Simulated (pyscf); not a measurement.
## Four-centre exchange: dichlorosilane (Cl–SiH₂–Cl) + hydrogen chloride (HCl) -> trichlorosilane (Cl–SiH(Cl)–Cl) + hydrogen (H₂)

Gas phase, singlet surface, charge 0. Bonds broken: Si2–H4, Cl6–H7. Bonds formed: Si2–Cl6, H4–H7. PySCF, gas phase, ωB97X-D3(BJ)/def2-SVP geometries.

Transition state (Å):

```xyz
7

Cl     0.6879     0.1230     1.4708
Si    -0.7902    -0.3052     0.1284
Cl    -0.7947    -2.0825    -0.8772
H     -1.6875     0.9757    -0.5101
H     -1.9638    -0.4665     1.0221
Cl     0.5372     0.7066    -1.6599
H     -0.9336     1.0831    -1.0855
```

One imaginary mode, 1144i cm⁻¹; descent along it reached the two sides named.

| bond | change | reactant side (Å) | saddle | product side |
|---|---|---|---|---|
| Si2–H4 | breaks | 1.478 | 1.689 | 4.0 |
| Cl6–H7 | breaks | 1.284 | 1.623 | 3.0 |
| Si2–Cl6 | forms | 3.6 | 2.446 | 2.043 |
| H4–H7 | forms | 3.2 | 0.954 | 0.760 |

Electronic energies relative to the separated reactants (kcal/mol):

```json
[
 {"level": "ωB97X-D3(BJ)/def2-TZVP", "barrier": "40.6", "reaction energy": "-20.7", "reverse barrier": "61.3"},
 {"level": "PBE/def2-TZVP", "barrier": "34.1", "reaction energy": "-18.3", "reverse barrier": "52.4"},
 {"level": "r²SCAN/def2-TZVP", "barrier": "35.9", "reaction energy": "-20.1", "reverse barrier": "56.0"},
 {"level": "B3LYP-D3(BJ)/def2-TZVP", "barrier": "40.0", "reaction energy": "-18.8", "reverse barrier": "58.8"},
 {"level": "PBE0-D3(BJ)/def2-TZVP", "barrier": "36.8", "reaction energy": "-18.8", "reverse barrier": "55.5"},
 {"level": "M06-2X/def2-TZVP", "barrier": "41.9", "reaction energy": "-20.1", "reverse barrier": "62.0"},
 {"level": "ωB97M-D3(BJ)/def2-TZVP", "barrier": "41.8", "reaction energy": "-18.5", "reverse barrier": "60.3"},
 {"level": "HF/def2-TZVP", "barrier": "64.0", "reaction energy": "-14.0", "reverse barrier": "78.0"}
]
```

With ωB97M-D3(BJ)/def2-TZVP energies and thermal terms (ideal gas, 1 atm, RRHO with modes under 100 cm⁻¹ raised to 100, one conformer, R ln 2 for chiral ones without a mode under 150 cm⁻¹), in kcal/mol:

```tsv
T (K)	ΔH‡	ΔG‡	ΔH	ΔG
298	41.0	50.6	-19.9	-17.8
600	40.9	60.4	-19.1	-16.1
900	41.2	70.0	-18.5	-14.7
1200	41.7	79.5	-18.3	-13.5
```

One saddle was located; it need not be the lowest between these sides.
